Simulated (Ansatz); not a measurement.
A calculation with Ansatz (development build ahead of 0.2.0).

```yaml
crystal:
  periodic: [false, false, false]
  atoms:
    - { symbol: P, position_ang: [0.0, 0.0, 0.0] }
    - { symbol: H, position_ang: [2.275, 0.0, 1.31347] }
    - { symbol: H, position_ang: [-2.275, 0.0, 1.31347] }
basis:
  gaussian: { orbitals: "6-31G" }
magnetization:
  initial_magnetization: 1
hamiltonian:
  xc: hf
correlation:
  method: fci
  frozen_orbitals: { H: 0, P: 5 }
```

The input is written out in the form of the current development build from the run's settings.

Results

| Property | Result |
| --- | --- |
| Converged | yes |
| Total energy | -341.72381 hartree |
| State | lowest doublet root, of any spatial symmetry |
